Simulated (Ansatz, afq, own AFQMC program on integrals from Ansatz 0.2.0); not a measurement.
## Where AFQMC and coupled cluster stand for HCl, singlet

```yaml
atoms:
  - { symbol: Cl, position_ang: [0.0000, 0.0000, 0.0000] }
  - { symbol: H, position_ang: [0.0000, 0.0000, 2.3310] }
```

Basis cc-pVDZ. Noble-gas cores (and the filled d shells of Ga–Kr and In–Xe) are frozen. AFQMC by an in-house program on the Cholesky factors that Ansatz 0.2.0 writes for its CCSD(T) run. The CISD trial takes its coefficients from CCSD amplitudes. Released means that phaseless walkers are propagated on without the constraint, phases kept. ± is one standard error of the sampling.

Determinant: UHF, the one that the program's search chose, which needn't be the lowest solution. The geometry is a point of a scan.

Full CI on the same integrals is exact in this basis and with this determinant's frozen core.

Cautions: strong correlation (T1 0.060, weight of the determinant 0.81, largest double 0.31); unrestricted determinant spin contaminated (⟨S²⟩ 0.86 against 0.00); the CCSDT(Q) amplitudes may be one of several solutions (largest double 0.60); the CCSDTQ amplitudes may be one of several solutions (largest double 0.61).

```
T1 diagnostic                               : 0.0602
weight of the determinant in the CISD state : 0.807
⟨S²⟩ of the determinant                     : 0.865
size of the correlated space                : 8 electrons in 18 orbitals
```

```tsv
level	correlation energy (eV)
MP2	-3.1029
CCSD	-3.7810
CCSD(T)	-3.9203
```

**Question.** Estimate where phaseless AFQMC with the Hartree–Fock trial lies against CCSD(T) on the same integrals.

**Answer.** 15.5 ± 1.5 kJ/mol below CCSD(T).

Reference: full CI, correlation energy -4.078 eV. The released energy is read at 2.40 1/Eh (meV from the phaseless value at times in 1/Eh: -12 ± 4 at 0.24, -13 ± 3 at 0.51, -20 ± 4 at 0.99, -21 ± 3 at 1.62, -21 ± 4 at 2.40). The cautions show a poor starting determinant, so the rows tell how each method copes with it here, and full CI is the sure value.

```json
{"level": "CCSD(T)", "E − E(reference) (kJ/mol)": "15.2", "share of correlation (%)": "96.13"}
{"level": "CCSDT", "E − E(reference) (kJ/mol)": "1.9", "share of correlation (%)": "99.51"}
{"level": "CCSDT(Q)", "E − E(reference) (kJ/mol)": "-0.1", "share of correlation (%)": "100.03"}
{"level": "CCSDTQ", "E − E(reference) (kJ/mol)": "0.1", "share of correlation (%)": "99.97"}
{"level": "ph-AFQMC/HF", "E − E(reference) (kJ/mol)": "-0.2 ± 1.5", "share of correlation (%)": "100.06"}
{"level": "ph-AFQMC/CISD", "E − E(reference) (kJ/mol)": "3.3 ± 0.3", "share of correlation (%)": "99.17"}
{"level": "released AFQMC", "E − E(reference) (kJ/mol)": "1.3 ± 0.3", "share of correlation (%)": "99.68"}
```

CCSDT and higher add their correlation energy to the determinant of the CCSD(T) run, since their own runs factorise the integrals more tightly (a shift of under 2 meV). A walk keeps the symmetry of its determinant, which the program's search chose and which needn't be the lowest solution, so a lower state of the same spin and another symmetry isn't excluded. Released energies are given only where the last usable release times agree within the noise; a slower fall can still hide under it.
